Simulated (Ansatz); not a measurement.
The first iterations of a band of AlFH$_{5}$N (8 atoms, charge 0, multiplicity 1).

All numbers below come from RKS r2SCANh/def2-SVP (Ansatz 0.2.0).

```
movable images  : 7
climbing image  : yes
spring          : 5.0 eV/Å²
optimiser       : quadratic models (default)
start path      : through a guess of the saddle point
force threshold : 0.2 eV/Å
iteration limit : 60
end points      : relaxed
```

First end point:

```xyz
8
Properties=species:S:1:pos:R:3
Al -0.027 -0.045 0.189
H -0.202 0.844 1.501
F 1.550 -0.131 -0.421
H -1.186 -0.166 -0.900
N 0.044 -1.955 0.958
H -0.638 -2.596 0.555
H 0.975 -2.292 0.704
H -0.037 -2.006 1.973
```

Last end point:

```xyz
8
Properties=species:S:1:pos:R:3
Al 0.017 -0.711 -0.076
H 0.122 0.532 1.950
F 1.381 0.255 -0.049
H -1.350 -0.125 -0.584
N 0.214 -2.421 0.303
H -0.521 -3.114 0.230
H 1.076 -2.866 0.595
H -0.458 0.103 2.189
```

| iteration | highest image above the first end (eV) | largest band force component (eV/Å) |
| --- | --- | --- |
| 1 | 3.572 | 11.917 |
| 2 | 2.315 | 2.821 |
| 3 | 1.743 | 1.999 |

Question: Does the band converge within its limit, and where does its top end?

Answer: The run converged. It ended after 9 iterations with the highest image 1.348 eV above the first end. The threshold of 0.2 eV/Å is loose, so the images may lie well off the minimum-energy path. Another band between the same ends (7 images) ends at a top of the same energy, where a vibrational analysis finds 1 clearly imaginary mode. The orbitals stay closed-shell, which can raise the energy where a bond breaks towards radicals; this wasn't checked here.

Run time: 110 s on 2 threads of Arm Neoverse V2 (shared host), peak memory 0.16 GiB.
